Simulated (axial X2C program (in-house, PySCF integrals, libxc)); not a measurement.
**Bond lengths and stretching modes, held linear, of FBF⁻**

Calculated with an axial X2C code built on PySCF integrals: two-component X2C with atomic mean-field Coulomb and Gaunt terms, Gaussian nuclei, basis F dyall-av3z, B dyall-v3z with contracted cores. Spin-free rows use the one-electron spin-free X2C Hamiltonian.

Masses F 18.998, B 11.009, F 18.998 u. States: 2c Ω = 0 (all partner blocks equally filled); spin-free M_S = 0, Λ = 0 (closed shell).

PBE0, spin-free: energies above the lowest point

```
r(F–B) (Å)  r(B–F) (Å)  E (meV)
    1.3465      1.3465    10.91
    1.3465      1.3810     5.48
    1.3465      1.4155    11.44
    1.3810      1.3465     5.48
    1.3810      1.3810     0.00
    1.3810      1.4155     6.14
    1.3810      1.4501    18.24
    1.4155      1.3465    11.44
    1.4155      1.3810     6.14
    1.4155      1.4155    12.73
    1.4501      1.3810    18.24
    1.4501      1.4501    39.55
```

Q: Fit a quadratic surface with cubic terms in each bond: where is the minimum, and what are the two stretching wavenumbers?

A: At PBE0, spin-free: bonds 1.377 and 1.377 Å; harmonic stretches 394.9 and 800.9 cm⁻¹; force constants 1.68, 1.68 and coupling 0.07 mdyn/Å.

The other levels and Hamiltonians give:

| Hamiltonian | level | r(F–B) (Å) | r(B–F) (Å) | lower stretch (cm⁻¹) | upper stretch (cm⁻¹) |
| --- | --- | --- | --- | --- | --- |
| 2c | PBE0 | 1.382 | 1.382 | 389.1 | 775.6 |
| 2c | HF | 1.292 | 1.292 | 519.1 | 1189.4 |
| 2c | PBE | 1.434 | 1.434 | 278.9 | 464.7 |
| 2c | MP2 | 1.418 | 1.418 | 345.4 | 565.6 |
| spin-free | HF | 1.286 | 1.286 | 524.0 | 1209.3 |
| spin-free | PBE | 1.427 | 1.427 | 293.2 | 519.3 |
| spin-free | MP2 | 1.415 | 1.415 | 351.0 | 592.3 |

Each state is one determinant, the lowest of a limited PBE0 search; the stretches come from a fit to these few points and carry an uncertainty of a few per cent. Other orders of the atoms were not compared. The levels spread by more than a fifth, so the stretches depend strongly on the method. MP2 freezes inner shells (threshold -2 hartree). For an anion the highest level of a functional can be positive, and the basis then holds the extra electron. The molecule was held linear; bending was not examined, so a bent shape may lie lower.
